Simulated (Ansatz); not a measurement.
`O[SiH][SiH3]` radical, 8 atoms. The species carries charge 0 and has multiplicity 2. All runs use 2 threads of a server CPU on a shared host. Correlated methods freeze the cores. Open-shell runs search over several starts.

(1) How many basis functions does each run have, and how long does it take in Ansatz? UKS r2SCAN0-D4/def2-TZVPP energy; UKS PBE0-D4/def2-TZVP frequencies; UKS PBE0-D4/def2-SVP energy; UHF-CCSD(T)/def2-TZVPP energy; UKS HSE06-D4/def2-TZVPP energy; UKS ωB97M-V/def2-QZVPP energy; UHF-CCSD(T)/def2-SVP energy; UKS ωB97M-V/def2-SVP energy; UKS PBE0-D4/def2-TZVP relaxation (9 steps); UKS PBE0-D4/def2-QZVPP energy; UKS BHLYP-D4/def2-TZVPP energy; direct RPA on PBE orbitals/def2-TZVPP energy. (An estimate is asked.)

Results:

(1) The calculation gave: Other jobs shared the machine, so times are rough.

| level | job | functions | wall time | peak host memory (GiB) |
| --- | --- | --- | --- | --- |
| UKS PBE0-D4/def2-SVP | energy | 75 | 0.95 s | 0.18 |
| UHF-CCSD(T)/def2-SVP | energy | 75 | 2.5 s | 0.37 |
| UKS HSE06-D4/def2-TZVPP | energy | 185 | 2.7 s | 0.52 |
| direct RPA on PBE orbitals/def2-TZVPP | energy | 185 | 3.4 s | 0.46 |
| UKS BHLYP-D4/def2-TZVPP | energy | 185 | 3.5 s | 0.5 |
| UKS ωB97M-V/def2-SVP | energy | 75 | 3.5 s | 0.33 |
| UKS r2SCAN0-D4/def2-TZVPP | energy | 185 | 3.8 s | 0.54 |
| UKS PBE0-D4/def2-QZVPP | energy | 347 | 7.5 s | 1.2 |
| UKS ωB97M-V/def2-QZVPP | energy | 347 | 15 s | 1.5 |
| UKS PBE0-D4/def2-TZVP | relaxation (9 steps) | 135 | 19 s | 0.35 |
| UHF-CCSD(T)/def2-TZVPP | energy | 185 | 48 s | 4.6 |
| UKS PBE0-D4/def2-TZVP | frequencies | 135 | 56 s | 0.32 |

HSE06 is defined as in plane-wave codes.
